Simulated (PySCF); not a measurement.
# One shape, several levels: doublet [BHO2]+

Aim: a comparison of 6 runs (U-wB97X-V/STO-6G, UB3LYP/STO-6G, NEVPT2(3,3)/STO-6G, UCCSDT/STO-6G, UCISD/STO-6G, UCCSD(T)/STO-6G) of doublet [BHO2]+. Input form: a Python script.

Program for the calculation: PySCF 2.14.0.

6 further runs of the same task are left out: 6 set aside as unsound or not needed.

### Step 1. Starting point

[BHO2]+ has 4 atoms, charge +1, and is taken as a doublet. SMILES of the parent species: `O=BO`. Geometry: relaxed at PBE0-D4/def2-TZVP. That shape belongs to the parent species and isn't relaxed for this state.

Bond lengths: O1–B2 1.210 Å, B2–O3 1.322 Å, O3–H4 0.960 Å. Angles: O1–B2–O3 177.5°, B2–O3–H4 117.0°.

### Step 2. The energy at U-wB97X-V/STO-6G (run 1)

Contents of geometry.xyz:

```xyz
4
BHO2
O     -1.555100     0.523500     0.428500
B     -0.423900     0.132000     0.248600
O      0.816700    -0.302000     0.108600
H      1.162300    -0.353500    -0.785700
```

Contents of calc.py:

```python
from pyscf import gto, dft

mol = gto.M(
    atom='geometry.xyz',
    charge=1,
    spin=1,
    basis='sto-6g',
    verbose=3,
    max_memory=1860,
)

calc0 = dft.UKS(mol)
calc0.xc = 'wb97x-v'
calc0.nlcgrids.level = 1
calc0.conv_tol = 1e-10
calc0.grids.level = 5
calc0.kernel()
if not calc0.converged:
    calc0 = calc0.newton().run(calc0.mo_coeff, calc0.mo_occ)

e_final = calc0.e_tot
print(f'total energy: {e_final:.8f} hartree')
```

The run is started by

```bash
$ OMP_NUM_THREADS=1 python calc.py
```

Standard output:

```text
converged SCF energy = -174.847679498647  <S^2> = 0.77951405  2S+1 = 2.0292994
total energy: -174.84767950 hartree
```

It took 24 s on 1 thread of Intel Xeon 6975P-C (Granite Rapids), shared host; peak memory 0.19 GiB.

### Step 3. The energy at UB3LYP/STO-6G (run 2)

Contents of run.py:

```python
from pyscf import gto, dft

system = gto.M(
    atom='O -1.555100 0.523500 0.428500; B -0.423900 0.132000 0.248600; O 0.816700 -0.302000 0.108600; H 1.162300 -0.353500 -0.785700',
    basis='sto-6g',
    verbose=4,
    charge=1,
    max_memory=1860,
    spin=1,
)

ks = dft.UKS(system)
ks.xc = 'b3lyp'
ks.conv_tol = 1e-10
ks.grids.level = 5
ks.kernel()
if not ks.converged:
    ks = ks.newton().run(ks.mo_coeff, ks.mo_occ)

etot = ks.e_tot
print(f'total energy: {etot:.8f} hartree')
```

The run is started by

```bash
$ OMP_NUM_THREADS=1 python run.py
```

Standard output:

```text
PySCF version 2.14.0

[... 98 lines left out ...]
converged SCF energy = -174.890786427299  <S^2> = 0.77309481  2S+1 = 2.022963
total energy: -174.89078643 hartree
```

Run time: 6.6 s. Hardware: 1 thread of Intel Xeon 6975P-C (Granite Rapids), shared host; peak memory 0.19 GiB.

Runs 3 to 5 aren't shown in full; the table further down has their settings and results.

### Step 4. A single-point energy at UCCSD(T)/STO-6G (run 6)

Contents of calc.py:

```python
from pyscf import gto, scf, cc

mol = gto.M(
    atom='''
O     -1.555100     0.523500     0.428500
B     -0.423900     0.132000     0.248600
O      0.816700    -0.302000     0.108600
H      1.162300    -0.353500    -0.785700
''',
    max_memory=1860,
    verbose=4,
    basis='sto-6g',
    charge=1,
    spin=1,
)

mf = scf.UHF(mol)
mf.conv_tol = 1e-10
mf.kernel()
if not mf.converged:
    mf = mf.newton().run(mf.mo_coeff, mf.mo_occ)

mycc = cc.CCSD(mf, frozen=3)
mycc.kernel()
e_t = mycc.ccsd_t()
e_final = mycc.e_tot + e_t
print(f'total energy: {e_final:.8f} hartree')
```

The run is started by

```bash
$ OMP_NUM_THREADS=1 python calc.py
```

Standard output:

```text
PySCF version 2.14.0

[... 104 lines left out ...]
converged SCF energy = -174.078367120549  <S^2> = 0.83682906  2S+1 = 2.0850219
[... 12 lines left out ...]
Init t2, MP2 energy = -0.122071601014395
[... 20 lines left out ...]
UCCSD converged
[... 2 lines left out ...]
total energy: -174.24108614 hartree
```

It took 0.85 s on 1 thread of Intel Xeon 6975P-C (Granite Rapids), shared host; peak memory 0.1 GiB.

### Step 5. All runs side by side

| run | level | nlc grid | integration grid | energy (Eh) | HOMO energy (eV) | LUMO energy (eV) | ⟨S²⟩ | wall time |
| --- | --- | --- | --- | --- | --- | --- | --- | --- |
| 1 | U-wB97X-V/STO-6G | 1 | 5 | -174.847679 | -19.83 | -10.92 | 0.780 | 24 s |
| 2 | UB3LYP/STO-6G | – | 5 | -174.890786 | -17.07 | -13.59 | 0.773 | 6.6 s |
| 3 | NEVPT2(3,3)/STO-6G | – | – | -174.196471 | – | – | – | 2.2 s |
| 4 | UCCSDT/STO-6G | – | – | -174.242136 | -20.91 | -6.88 | 0.837 | 3.6 s |
| 5 | UCISD/STO-6G | – | – | -174.222188 | -20.91 | -6.88 | 0.837 | 1.1 s |
| 6 | UCCSD(T)/STO-6G | – | – | -174.241086 | -20.91 | -6.88 | 0.837 | 0.85 s |

### Step 6. Summary of results

```
                                                         quantity          value
                                              run 6: total energy  -174.24109 Eh
run 6: HOMO energy (Hartree–Fock orbitals) (highest over α and β)      -20.91 eV
 run 6: LUMO energy (Hartree–Fock orbitals) (lowest over α and β)       -6.88 eV
               run 6: correlation energy (3 core orbitals frozen)     -162.7 mEh
                                            run 6: (T) correction      -7.96 mEh
                         run 6: ⟨S²⟩ of the reference determinant          0.837
                                             run 6: T1 diagnostic          0.050
```

What this shows: Totals of different functionals can't be ranked against each other. In runs 1, 2, 3, 4, 5, 6 the basis is minimal, so the values are rough. All runs together took 39 s, the longest 24 s.
